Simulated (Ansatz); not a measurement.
# C2HF3O: the cost of one run

Program: Ansatz 0.2.0. Level of theory: RKS B3LYP/def2-SVP. These are calculated values, not measurements.

**1. The system as given**

Bond lengths: O1–C2 1.367 Å, C2–F3 1.331 Å, C2–C4 1.347 Å, C4–F5 1.370 Å, C4–F6 1.336 Å, O1–H7 1.024 Å. Angles: O1–C2–F3 115.7°, O1–C2–C4 125.6°, F3–C2–C4 118.5°, C2–O1–H7 104.3°, C2–C4–F5 117.2°, C2–C4–F6 121.8°, F5–C4–F6 120.1°.

Structure file:

```xyz
7

O    -0.1615   -0.9830   -1.2409
C     0.1055   -0.6076    0.0465
F     0.4848   -1.5852    0.8659
C     0.1052    0.6569    0.5119
F    -0.3737    1.6321   -0.3229
F     0.3547    0.9354    1.7947
H    -0.4537   -0.1165   -1.7008
```

**2. Relaxing end A**

input.yaml reads:

```yaml
crystal:
  periodic: [false, false, false]
  atoms:
    - { symbol: O, position_ang: [-0.1615, -0.983, -1.2409] }
    - { symbol: C, position_ang: [0.1055, -0.6076, 0.0465] }
    - { symbol: F, position_ang: [0.4848, -1.5852, 0.8659] }
    - { symbol: C, position_ang: [0.1052, 0.6569, 0.5119] }
    - { symbol: F, position_ang: [-0.3737, 1.6321, -0.3229] }
    - { symbol: F, position_ang: [0.3547, 0.9354, 1.7947] }
    - { symbol: H, position_ang: [-0.4537, -0.1165, -1.7008] }
basis:
  gaussian: { orbitals: def2-SVP }
hamiltonian:
  xc: b3lyp
relax:
  f_tol: 0.015
  max_steps: 40
```

The run is started by

```
$ ansatz run input.yaml --threads 1 --pin off --max-ram 2048MiB --backend cpu --events-out ev --progress --plain --runs-dir out
```

Q: Estimate wall time and peak memory on 1 thread of Intel Xeon 6975P-C (Granite Rapids), shared host.

About 14 s, with a peak of 0.19 GiB.
